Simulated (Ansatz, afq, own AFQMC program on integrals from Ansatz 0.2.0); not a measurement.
AFQMC on a folder of integrals that Ansatz 0.2.0 wrote.

```yaml
crystal:
  periodic: [false, false, false]
  atoms:
    - {symbol: Si, position_ang: [0.000000, 0.032451, 1.129510]}
    - {symbol: Si, position_ang: [0.000000, -0.081251, -1.258412]}
    - {symbol: H, position_ang: [0.000000, 1.366573, 1.790713]}
    - {symbol: H, position_ang: [1.197704, -0.720972, 1.609075]}
    - {symbol: H, position_ang: [-1.197704, -0.720972, 1.609075]}
    - {symbol: H, position_ang: [0.000000, 1.435141, -1.417119]}
basis:
  gaussian: {orbitals: cc-pVDZ}
magnetization: {spin_polarized: false}
correlation: {method: ccsd_t, electrons: outside_noble_gas, hamiltonian_folder: ham}
```

```sh
$ ansatz run in.yaml --threads 1 --pin off --events-out ev --progress --plain --max-ram 1843MiB
```

Options of the walk:

```
--method free --trial cisd --walkers 60 --time-step 0.03 --max-blocks 80 --target-error 0.00042 --factor-cut 1e-05 --seed 4311 --times 0,0.21,0.42,0.81,1.2,1.8,2.4,3 --taylor-order 8
```

Times are imaginary, in 1/Eh. The walk had a cap of 1015 s.

```
orbitals 46  electrons 6 6  factors 354 of 539
reference energy -580.11428136 Eh
CCSD correlation -0.23578583 Eh in 12 cycles, weight of the determinant in the CISD state 0.8506
repeat  energy at the last time / Eh  error
    10  -580.357847  0.001447
    20  -580.358354  0.000807
    30  -580.358629  0.000702
    40  -580.358997  0.000599
    50  -580.358678  0.000554
    60  -580.358427  0.000552
    70  -580.358236  0.000530
    80  -580.358484  0.000490
time / (1/Eh)  energy / Eh  error  mean overlap
  0.00  -580.349910  0.000267  1.1740
  0.21  -580.352295  0.000252  1.1792
  0.42  -580.354090  0.000247  1.1800
  0.81  -580.355919  0.000255  1.1767
  1.20  -580.356216  0.000307  1.1861
  1.80  -580.357266  0.000318  1.1801
  2.40  -580.357739  0.000420  1.1494
  3.00  -580.358484  0.000490  1.1233
energy -580.358484 +/- 0.000490 Eh
```

(1) Estimate how long the walk took on 1 thread of Arm Neoverse V1 (shared host).

The run passed its tests (error under three times the target), which doesn't prove that it has relaxed.

Against this walk (error 13.3 meV) on the same determinant: CCSD(T) 63.5 meV higher, CCSDT(Q) 20.8 meV higher (within the noise). The error is statistical, and a free projection of finite length keeps a remainder of its start. The last points still move (meV from the last: 70 ± 7 at 0.81, 62 ± 8 at 1.20, 33 ± 9 at 1.80, 20 ± 11 at 2.40, 0 ± 13 at 3.00), but the last one has reached CCSDT(Q) within the noise or passed it, so little can be left to fall.

Cautions: remainder of the start not in the error; error above the target (13.3 against 11.4 meV); higher spins were not checked; restricted determinant unstable towards unrestricted (UHF 119 meV lower, ⟨S²⟩ 0.45).

Answers

(1) 3.2 min of wall time.

CCSDT and higher add their correlation energy to the determinant of the CCSD(T) run, since their own runs factorise the integrals more tightly (a shift of under 2 meV). A walk keeps the symmetry of its determinant, which the program's search chose and which needn't be the lowest solution, so a lower state of the same spin and another symmetry isn't excluded.
